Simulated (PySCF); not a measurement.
# CH6SSi (Si(SMe)H3) at 4 levels

Wanted: a comparison of 4 runs (HF/def2-SVP, HF/6-311G**, B3LYP/6-31G*, CAM-B3LYP/def2-SVP) of CH6SSi (Si(SMe)H3). Input form: a Python script.

Program for the calculation: PySCF 2.14.0.

1 further run of the same task is left out (set aside as unsound or not needed).

## 1. The molecule

CH6SSi: 9 atoms, total charge 0, spin state singlet. As SMILES, `[H][Si]([H])([H])SC`. The coordinates come from a GFN2-xTB relaxation.

Bond lengths: Si1–S2 2.141 Å, S2–C3 1.821 Å, C3–H4 1.086 Å, C3–H5 1.085 Å, C3–H6 1.086 Å, Si1–H7 1.460 Å, Si1–H8 1.449 Å, Si1–H9 1.460 Å. Some angles: Si1–S2–C3 100.3°, S2–Si1–H7 108.3°, S2–Si1–H8 103.5°, S2–Si1–H9 107.6°, S2–C3–H4 109.6°, S2–C3–H5 106.8°, S2–C3–H6 109.9°, H7–Si1–H8 113.4°, H7–Si1–H9 109.9°, H8–Si1–H9 113.6°.

## 2. Energy and gradient at HF/def2-SVP (run 1)

Input file run.py:

```python
# Si(SMe)H3
import pyscf.grad
from pyscf import gto, scf

system = gto.M(
    atom='''
Si      -0.367610       0.847030      -1.211930
S       -0.424760       0.796280       0.927960
C        0.355170      -0.820020       1.235220
H       -0.246300      -1.606270       0.789020
H        0.395280      -0.950100       2.311360
H        1.359700      -0.829060       0.823290
H        1.030150       0.837800      -1.633380
H       -1.060400       2.076470      -1.540820
H       -1.041220      -0.352130      -1.700720
''',
    verbose=3,
    basis='def2-svp',
    spin=0,
    max_memory=1860,
)

hf = scf.RHF(system)
hf.conv_tol = 1e-10
hf.kernel()
if not hf.converged:
    hf = hf.newton().run(hf.mo_coeff, hf.mo_occ)

energy = hf.e_tot
print(f'total energy: {energy:.8f} hartree')
grad = hf.Gradients().kernel()
hf.analyze()
```

Started as:

```sh
OMP_NUM_THREADS=1 python run.py
```

The program printed:

```text
converged SCF energy = -727.590379585698
[... 19 lines left out ...]
MO #10  energy= -4.25250320586613  occ= 2
[... 13 lines left out ...]
MO #24  energy= 0.193543868894867  occ= 0
[... 13 lines left out ...]
MO #38  energy= 0.677832824094577  occ= 0
[... 13 lines left out ...]
MO #52  energy= 1.09417862164867   occ= 0
[... 13 lines left out ...]
MO #66  energy= 2.00739607968288   occ= 0
[... 13 lines left out ...]
MO #80  energy= 3.27373384631185   occ= 0
[... 10 lines left out ...]
Dipole moment(X, Y, Z, Debye):  0.64538, -1.25173, -0.93159
```

It took 6 s on 1 thread of Intel Xeon at 2.70GHz, shared host; peak memory 0.16 GiB.

## 3. Energy and gradient at HF/6-311G(d,p) (run 2)

Input file calc.py:

```python
# Si(SMe)H3
from pyscf import gto

system = gto.Mole()
system.atom = '''
Si    -0.694682     1.600655    -2.290216
S     -0.802680     1.504751     1.753590
C      0.671174    -1.549613     2.334228
H     -0.465440    -3.035410     1.491032
H      0.746971    -1.795429     4.367837
H      2.569461    -1.566696     1.555793
H      1.946701     1.583213    -3.086641
H     -2.003866     3.923960    -2.911728
H     -1.967621    -0.665429    -3.213895
'''
system.basis = '6-311g**'
system.spin = 0
system.unit = 'bohr'
system.verbose = 4
system.max_memory = 1860
system.build()

mf = system.RHF()
mf.conv_tol = 1e-10
mf.kernel()
if not mf.converged:
    mf = mf.newton().run(mf.mo_coeff, mf.mo_occ)

etot = mf.e_tot
print('Final energy', etot)
grad = mf.nuc_grad_method().kernel()
mf.analyze()
```

Started as:

```sh
OMP_NUM_THREADS=1 python calc.py
```

The program printed:

```text
PySCF version 2.14.0

[... 90 lines left out ...]
MO #6   energy= -6.62037565722334  occ= 2
[... 19 lines left out ...]
MO #26  energy= 0.171059217377235  occ= 0
[... 19 lines left out ...]
MO #46  energy= 0.798843265509935  occ= 0
[... 19 lines left out ...]
MO #66  energy= 1.69854926600441   occ= 0
[... 19 lines left out ...]
MO #86  energy= 2.79603400357375   occ= 0
[... 19 lines left out ...]
MO #106 energy= 192.227710048253   occ= 0
[... 118 lines left out ...]
Dipole moment(X, Y, Z, Debye):  0.70525, -1.34531, -1.20578
```

Run time: 11 s. Hardware: 1 thread of Intel Xeon at 2.70GHz, shared host; peak memory 0.24 GiB.

## 4. Energy and gradient at B3LYP/6-31G(d) (Cartesian functions) (run 3)

Input file geometry.xyz:

```xyz
9
CH6SSi
Si    -0.367610     0.847030    -1.211930
S     -0.424760     0.796280     0.927960
C      0.355170    -0.820020     1.235220
H     -0.246300    -1.606270     0.789020
H      0.395280    -0.950100     2.311360
H      1.359700    -0.829060     0.823290
H      1.030150     0.837800    -1.633380
H     -1.060400     2.076470    -1.540820
H     -1.041220    -0.352130    -1.700720
```

Input file run.py:

```python
import pyscf.grad
from pyscf import gto, dft

mol = gto.M(
    atom='geometry.xyz',
    spin=0,
    basis='6-31g*',
    cart=True,
    max_memory=1860,
    verbose=4,
)

myscf = dft.RKS(mol)
myscf.xc = 'b3lyp'
myscf.grids.level = 5
myscf.conv_tol = 1e-10
myscf.kernel()
if not myscf.converged:
    myscf = myscf.newton().run(myscf.mo_coeff, myscf.mo_occ)

energy = myscf.e_tot
print('E = %.10f Eh' % energy)
grad = myscf.Gradients().kernel()
myscf.analyze()
```

Started as:

```sh
OMP_NUM_THREADS=1 python run.py
```

The program printed:

```text
PySCF version 2.14.0

[... 98 lines left out ...]
DFT Exchange-Correlation Energy =      -54.334528556254668
[... 14 lines left out ...]
MO #13  energy= -0.643449391545539 occ= 2
[... 12 lines left out ...]
MO #26  energy= 0.106942054540148  occ= 0
[... 12 lines left out ...]
MO #39  energy= 0.526047025956645  occ= 0
[... 12 lines left out ...]
MO #52  energy= 0.974488869493009  occ= 0
[... 12 lines left out ...]
MO #65  energy= 4.18499523191139   occ= 0
[... 77 lines left out ...]
Dipole moment(X, Y, Z, Debye):  0.66504, -1.28359, -0.94906
```

Run time: 23 s. Hardware: 1 thread of Intel Xeon at 2.70GHz, shared host; peak memory 0.65 GiB.

## 5. Energy and gradient at CAM-B3LYP/def2-SVP (run 4)

Input file run.py:

```python
from pyscf import gto, dft

mol = gto.Mole()
mol.atom = [
    ('Si', (-0.367610, 0.847030, -1.211930)),
    ('S', (-0.424760, 0.796280, 0.927960)),
    ('C', (0.355170, -0.820020, 1.235220)),
    ('H', (-0.246300, -1.606270, 0.789020)),
    ('H', (0.395280, -0.950100, 2.311360)),
    ('H', (1.359700, -0.829060, 0.823290)),
    ('H', (1.030150, 0.837800, -1.633380)),
    ('H', (-1.060400, 2.076470, -1.540820)),
    ('H', (-1.041220, -0.352130, -1.700720)),
]
mol.verbose = 4
mol.basis = 'def2-svp'
mol.max_memory = 1860
mol.build()

mf = dft.RKS(mol, xc='cam-b3lyp')
mf.conv_tol = 1e-10
mf.grids.level = 5
mf.kernel()
if not mf.converged:
    mf = mf.newton().run(mf.mo_coeff, mf.mo_occ)

e_tot = mf.e_tot
print('E(%s) = %.9f' % ('CAM-B3LYP', e_tot))
grad = mf.nuc_grad_method().kernel()
mf.analyze()
```

Started as:

```sh
OMP_NUM_THREADS=1 python run.py
```

The program printed:

```text
PySCF version 2.14.0

[... 104 lines left out ...]
MO #5   energy= -5.96013701776491  occ= 2
[... 14 lines left out ...]
MO #20  energy= -0.355360125945303 occ= 2
[... 14 lines left out ...]
MO #35  energy= 0.4564986175779    occ= 0
[... 14 lines left out ...]
MO #50  energy= 0.850862906550799  occ= 0
[... 14 lines left out ...]
MO #65  energy= 1.79433263758536   occ= 0
[... 14 lines left out ...]
MO #80  energy= 2.98869082306128   occ= 0
[... 92 lines left out ...]
Dipole moment(X, Y, Z, Debye):  0.57706, -1.12803, -0.73667
```

Run time: 31 s. Hardware: 1 thread of Intel Xeon at 2.70GHz, shared host; peak memory 0.79 GiB.

## 6. The series

```csv
run,level,Cartesian functions,integration grid,energy (Eh),dipole moment (D),HOMO energy (eV),LUMO energy (eV),wall time
1,HF/def2-SVP,no,–,-727.590380,1.69,-9.51,3.90,6 s
2,HF/6-311G**,no,–,-727.860004,1.94,-9.53,2.98,11 s
3,B3LYP/6-31G* (Cartesian functions),yes,5,-729.413310,1.73,-6.38,0.13,23 s
4,CAM-B3LYP/def2-SVP,no,5,-729.143025,1.47,-7.94,1.67,31 s
```

## 7. Results

| quantity | value |
| --- | --- |
| run 4: total energy | -729.14302 Eh |
| run 4: dipole moment | 1.47 D |
| run 4: HOMO energy | -7.94 eV |
| run 4: LUMO energy | 1.67 eV |
| run 4: HOMO–LUMO gap | 9.60 eV |
| run 4: largest force on an atom | 1.121 eV/Å |

The dipole moment (its size) runs from 1.47 D (CAM-B3LYP/def2-SVP) to 1.94 D (HF/6-311G**). The two ends differ in method and basis. The HOMO–LUMO gap runs from 6.52 eV (B3LYP/6-31G*) to 13.42 eV (HF/def2-SVP). Totals of different functionals can't be ranked against each other. All runs together took 72 s, the longest 31 s.
